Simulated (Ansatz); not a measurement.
**Relaxing Be**

These are results of Ansatz 0.2.0, DFT r2SCAN, scalar-relativistic, plane waves, PAW, not measurements. Cutoff 500 eV, Γ-centred k mesh, Gaussian smearing, no spin polarisation in the final step.

The start puts Be on the simple cubic structure type (Pm-3m, No. 221), at a guessed volume.

```
Be
1.0
     2.02565    0.00000    0.00000
     0.00000    2.02565    0.00000
     0.00000    0.00000    2.02565
Be
1
Cartesian
  0.0000 0.0000 0.0000
```

Cell and atoms relax at zero pressure; the relaxation can't lower the symmetry of the start. After a coarse first stage the cell is made exact in the group found at 0.06 Å.

Energies count from the standard state of Be at the same level.

(1) What does it relax into?

(2) What are its volume, energy, density and gap?

Results:

(1) It keeps Pm-3m (No. 221). The result has the simple cubic structure. Conventional cell: a = 2.170 Å. Be is coordinated by 6 Be at 2.17 Å.

```cif
data_structure
_symmetry_space_group_name_H-M 'Pm-3m'
_symmetry_Int_Tables_number 221
_cell_length_a 2.1702
_cell_length_b 2.1702
_cell_length_c 2.1702
_cell_angle_alpha 90.000
_cell_angle_beta 90.000
_cell_angle_gamma 90.000
_cell_volume 10.22
loop_
_atom_site_label
_atom_site_type_symbol
_atom_site_symmetry_multiplicity
_atom_site_Wyckoff_symbol
_atom_site_fract_x
_atom_site_fract_y
_atom_site_fract_z
_atom_site_occupancy
Be1 Be 1 a 0.00000 0.00000 0.00000 1
```

(2) The volume per atom is 10.22 Å³, the density is 1.46 g/cm³ and the energy over the standard structure is 1.06 eV/atom. The gap on the 20×20×20 mesh is 0 eV (a metal).

The final run used a 20×20×20 mesh on its 1-atom cell and 0.10 eV smearing. For metals, differences of a few meV/atom aren't resolved. A structure relaxed within its symmetry needn't be a true minimum.